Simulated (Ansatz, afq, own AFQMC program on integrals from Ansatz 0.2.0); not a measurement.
AFQMC on a folder of integrals that Ansatz 0.2.0 wrote.

```yaml
crystal:
  periodic: [false, false, false]
  atoms:
    - {symbol: Ga, position_ang: [0.000000, 0.000000, 0.000000]}
    - {symbol: Br, position_ang: [0.000000, 0.000000, 2.415800]}
basis:
  gaussian: {orbitals: aug-cc-pVDZ}
total_charge: -1
magnetization: {spin_polarized: true, initial_magnetization: 1}
correlation: {method: ccsd_t, electrons: outside_noble_gas, hamiltonian_folder: ham}
```

```sh
$ ansatz run in.yaml --threads 1 --pin off --events-out ev --progress --plain --max-ram 1843MiB
```

Options of the walk:

```
--method free --trial cisd --walkers 60 --time-step 0.03 --max-blocks 80 --target-error 0.0004 --factor-cut 1e-05 --seed 2783 --times 0,0.21,0.42,0.81,1.2,1.8,2.4,3 --taylor-order 8
```

Times are imaginary, in 1/Eh. The walk had a cap of 2099 s. Filled inner d shells are frozen with the cores.

Output of the walk:

```
orbitals 44  electrons 6 5  factors 334 of 803
reference energy -4495.67952129 Eh
CCSD correlation -0.19379404 Eh in 12 cycles, weight of the determinant in the CISD state 0.8741
repeat  energy at the last time / Eh  error
    10  -4495.881374  0.001300
    20  -4495.880194  0.000773
    30  -4495.880053  0.000577
    40  -4495.880283  0.000491
    50  -4495.880432  0.000464
    60  -4495.880358  0.000456
    70  -4495.880420  0.000411
    80  -4495.880225  0.000374
time / (1/Eh)  energy / Eh  error  mean overlap
  0.00  -4495.873336  0.000164  1.1438
  0.21  -4495.875866  0.000167  1.1420
  0.42  -4495.877181  0.000196  1.1421
  0.81  -4495.878659  0.000189  1.1406
  1.20  -4495.879398  0.000218  1.1305
  1.80  -4495.880003  0.000255  1.1207
  2.40  -4495.880321  0.000293  1.1084
  3.00  -4495.880225  0.000374  1.1095
energy -4495.880225 +/- 0.000374 Eh
```

The run passed its tests (error under three times the target), which doesn't prove that it has relaxed.

Against this walk (error 10.2 meV) on the same determinant: CCSD(T) 27.7 meV higher, CCSDT(Q) 4.2 meV lower (within the noise). The error is statistical, and a free projection of finite length keeps a remainder of its start.

Cautions: remainder of the start not in the error; no relativity below Rb; no spin-orbit coupling; inner d shell frozen.

The walk took 6.5 min on 1 thread of Arm Neoverse V1, with other jobs on the host. The log's last line is the free-projection energy.

CCSDT and higher add their correlation energy to the determinant of the CCSD(T) run, since their own runs factorise the integrals more tightly (a shift of under 2 meV). A walk keeps the symmetry of its determinant, which the program's search chose and which needn't be the lowest solution, so a lower state of the same spin and another symmetry isn't excluded.
